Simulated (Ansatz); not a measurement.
Abridged output of a molecular run in Ansatz:

```
Functional definition: HF
558 factors; integrals over basis functions are off by at most 1.1e-3 eV
mean field evaluation 1: about -10832.6979 eV, gradient 6.8e0 eV
mean field evaluation 2: about -10832.6983 eV, gradient 6.8e0 eV
mean field evaluation 4: about -10833.1109 eV, gradient 9.7e-1 eV
mean field evaluation 8: about -10833.1216 eV, gradient 1.9e-3 eV
mean field evaluation 16: about -10833.1216 eV, gradient 2.6e-2 eV
mean field -10833.12163271 eV, -398.1098770486 hartree, gradient 2.7e-6 eV, S^2 0.764570; 2 other end points of the search recorded, 0 dependent functions left out
5 core orbitals not correlated: weight in the atoms' cores, before any rotation towards them, 1.000 or more for the frozen orbitals, at most 0.000 for the correlated occupied ones
reference -10833.12163271 eV, -398.1098770486 hartree; 4, 3 occupied and 85, 86 virtual orbitals, 558 factors
second order -4.48876616 eV of doubles, -0.00000000 eV of singles
cycle   1  -4.94494480 eV  change   -4.6e-1 eV  update   4.8e-2
cycle   2  -5.11195074 eV  change   -1.7e-1 eV  update   1.7e-2
cycle   3  -5.12204029 eV  change   -1.0e-2 eV  update   4.6e-3
cycle   4  -5.12230057 eV  change   -2.6e-4 eV  update   1.4e-3
cycle   5  -5.12190219 eV  change    4.0e-4 eV  update   4.5e-4
cycle   6  -5.12196037 eV  change   -5.8e-5 eV  update   1.5e-4
cycle   7  -5.12199948 eV  change   -3.9e-5 eV  update   5.1e-5
cycle   8  -5.12199818 eV  change    1.3e-6 eV  update   1.6e-5
cycle   9  -5.12199579 eV  change    2.4e-6 eV  update   4.6e-6
perturbative correction -0.20352901 eV, -0.0074795531 hartree
Total energy: -10838.44715751 eV, -398.3055864751 hartree
Checks for a lower state left out: cluster_reference
```

Its atoms:

Cartesian coordinates in Å:
```
S -0.257 0.105 0.613
H 0.257 -0.105 -0.613
```

**Question.** Which basis set was used?
A. cc-pV(Q+d)Z
B. cc-pV(D+d)Z
C. def2-TZVPPD
D. def2-TZVPP

**Answer.** A. It gives 94 functions.

**Question.** Write the keys of the input that set method, charge and spin (a neutral closed shell needs none for the last two).

**Answer.** 
```yaml
magnetization: {spin_polarized: true, initial_magnetization: 1}
correlation: {method: ccsd_t}
scf: {omitted_lower_state_checks: [cluster_reference]}
```
